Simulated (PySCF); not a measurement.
Which level of theory gave which numbers?

Compound: 1,3-butanediamine, C4H12N2.
Structure used (PBE0-D3(BJ)/def2-SVP), in Å, numbered top down from 1:
```
atom  x, y, z in Å
C1    -1.700    0.782    0.222
C2    -0.964   -0.273   -0.602
N3    -1.658   -1.551   -0.669
C4     0.454   -0.523   -0.098
C5     1.404    0.658   -0.210
N6     2.716    0.301    0.290
H7    -1.195    1.761    0.204
H8    -1.778    0.463    1.275
H9    -2.722    0.933   -0.161
H10   -0.886    0.100   -1.641
H11   -1.738   -1.941    0.270
H12   -2.613   -1.414   -0.995
H13    0.425   -0.847    0.958
H14    0.859   -1.375   -0.670
H15    1.026    1.497    0.398
H16    1.395    1.018   -1.264
H17    3.355    1.090    0.219
H18    3.117   -0.442   -0.280
```

The closed-shell ground state was solved 7 times with PySCF (density fitting, gas phase), always in the def2-SVPD basis (216 functions), with these functionals: B3LYP, CAM-B3LYP, HF, LC-wPBE, PBE, PBE0 and wB97X-D.

| row | total energy (Eh) | HOMO (eV) | LUMO (eV) | dipole (D) |
| --- | --- | --- | --- | --- |
| P | -268.6548 | -6.89 | 0.74 | 1.32 |
| Q | -268.6147 | -5.41 | 0.01 | 1.26 |
| R | -268.8268 | -8.36 | 1.38 | 1.39 |
| S | -268.8232 | -9.73 | 2.51 | 1.41 |
| T | -267.1689 | -10.60 | 2.82 | 1.42 |
| U | -268.8895 | -8.84 | 2.40 | 1.38 |
| V | -268.9796 | -6.67 | 0.42 | 1.33 |

Task: Which functional belongs to which row?

Result: P = PBE0, Q = PBE, R = CAM-B3LYP, S = LC-wPBE, T = HF, U = wB97X-D, V = B3LYP. By rising HOMO–LUMO gap: PBE (GGA) 5.42 eV; B3LYP (global hybrid, 20 % exact exchange) 7.09 eV; PBE0 (global hybrid, 25 % exact exchange) 7.63 eV; CAM-B3LYP (range-separated hybrid) 9.74 eV; wB97X-D (range-separated hybrid) 11.24 eV; LC-wPBE (range-separated hybrid) 12.24 eV; HF (all exact exchange) 13.42 eV. Total energies of different functionals aren't bounds to one another; each is stationary for its own functional.

One conformer stands for the species.

Note: wB97X-D ran without an empirical dispersion term, which enters the total energy and its gradient alone.
